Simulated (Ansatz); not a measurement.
Which method gave which barrier?

Saddle point of BNH₆S, closed shell (BH₃S ([BH2][SH]) + NH₃ → BNH₄ ([BH2][NH2]) + H₂S; bonds formed: S2–H5; dative contacts that become bonds: B1–N6; bonds broken: B1–S2, H5–N6), PBE0-D4/def2-TZVP structure:

B1  (-0.695, 0.061, -0.385)
S2  (1.269, 0.138, -1.296)
H3  (-1.243, -0.760, -1.066)
H4  (-1.095, 1.191, -0.416)
H5  (1.067, -0.360, 0.106)
N6  (-0.181, -0.453, 0.957)
H7  (1.598, 1.371, -0.879)
H8  (-0.489, -1.372, 1.240)
H9  (-0.229, 0.183, 1.740)
(Å)

Program: Ansatz 0.2.0. Basis: def2-TZVPP, with def2-QZVPP for the basis limit. Cores are frozen in the correlated methods. Extrapolation: Hartree–Fock as exp(−7.88 √X), correlation as X^−2.97. Four methods, as single points on the PBE0-D4 structures, gave these electronic barriers from the start structure: 23.44, 27.91, 33.46, 40.09 kcal/mol.

(1) The methods were, in alphabetical order, BHLYP-D4, HF, r2SCAN-D4, SPW92. Which gave which? (Judge from chemistry; the calculation decides.)

No T1 diagnostic of these runs exceeds 0.012.

## Answers

(1) The calculation gives: SPW92 23.44; r2SCAN-D4 27.91; BHLYP-D4 33.46; HF 40.09 kcal/mol. For comparison, CCSD(T) at an estimated basis limit (MP2 extrapolated from triple and quadruple zeta, plus CCSD(T) − MP2 in triple zeta) gives 31.79 kcal/mol.

Labels in which every atom is bracketed show which atoms are joined, not bond orders.

For scale, one of the runs: CCSD(T)/def2-TZVPP, 188 basis functions, launched by `ansatz run in.yaml --threads 2 --pin off --events-out ev --progress --plain --max-ram 4352MiB`. Hardware: 2 CPU threads of an Arm Neoverse V1, shared host. Wall time 43 s; peak host memory 2 GiB.
